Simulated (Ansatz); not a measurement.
Take MgO in the rock salt structure (space group Fm-3m, No. 225) as the base.

```xyz
2
Lattice="0.0000 2.0796 2.0796 2.0796 0.0000 2.0796 2.0796 2.0796 0.0000" Properties=species:S:1:pos:R:3 pbc="T T T"
Mg     0.0000     0.0000     0.0000
O      2.0796     2.0796     2.0796
```

Method: DFT with LDA, PAW potentials and a 420 eV plane-wave cutoff in Ansatz (a program for electronic structure), spin-orbit coupling left out.

| level | band gap | lattice parameter a |
|---|---|---|
| LDA | 5.03 eV | 4.159 Å |

**Question.** What does experiment give, and how far off is each level?

**Answer.** Measured: band gap 8.36 eV (static lattice; corrected from measurement; as listed in Wei Chen et al., Physical Review Materials (2018)); lattice parameter a 4.189 Å (static lattice; corrected from measurement; as listed in Daniel Mejia-Rodriguez, S. B. Trickey, Phys. Rev. B (2018)). Computed minus measured — band gap: LDA -3.33 eV; lattice parameter a: LDA -0.7 %. A measured gap can be an optical one, lowered by exciton binding.

Stability against distortions was not tested.
